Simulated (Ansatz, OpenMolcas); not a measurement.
## From OpenMolcas to Ansatz

This OpenMolcas 26.06 job computes triplet HBS:

struct.xyz:
```
3

B     -0.038660    -0.014560     0.134750
S      0.399170     0.147640    -1.393290
H     -0.360510    -0.133080     1.258530
```

job.inp:
```
&GATEWAY
BASLIB=$CurrDir
COORD=struct.xyz
BASIS=STO-3G
GROUP=NoSym
&SEWARD
GRIDINPUT
Grid=UltraFine
End of Grid
&SCF
UHF
SPIN=3
KSDFT=2
1.0 MGGA_X_R2SCAN
1.0 MGGA_C_R2SCAN
THRESHOLDS=1e-10 1e-07 1e-07 1e-05
PRORBITALS=1 1
```

```bash
$ export MOLCAS_MEM=1860
$ pymolcas job.inp > job.log
```

(Basis files named in the input come from the Basis Set Exchange and aren't shown.)

Geometry: relaxed at PBE0-D4/def2-TZVP. That shape belongs to the parent species and isn't relaxed for this state.

The top electron of this state is barely bound (Rydberg-like), so the basis sets its energy.

It gives a total energy of -418.698369 Eh.

Translate the job to Ansatz 0.2.0 as an input file of the program's own.

One way, which was run:

run.yaml:
```yaml
crystal:
  periodic: [false, false, false]
  atoms:
    - {symbol: B, position_ang: [-0.038660, -0.014560, 0.134750]}
    - {symbol: S, position_ang: [0.399170, 0.147640, -1.393290]}
    - {symbol: H, position_ang: [-0.360510, -0.133080, 1.258530]}
basis:
  gaussian:
    orbitals: STO-3G
hamiltonian:
  xc: r2scan
accuracy: high
magnetization:
  spin_polarized: true
  initial_magnetization: 2
```

```bash
$ ansatz run run.yaml --threads 1 --pin off --max-ram 3480MiB --events-out events.jsonl --progress --plain --runs-dir runs
```

Its energy is -418.698339 Eh, 0.030 mEh from the first; the programs' integration grids differ.
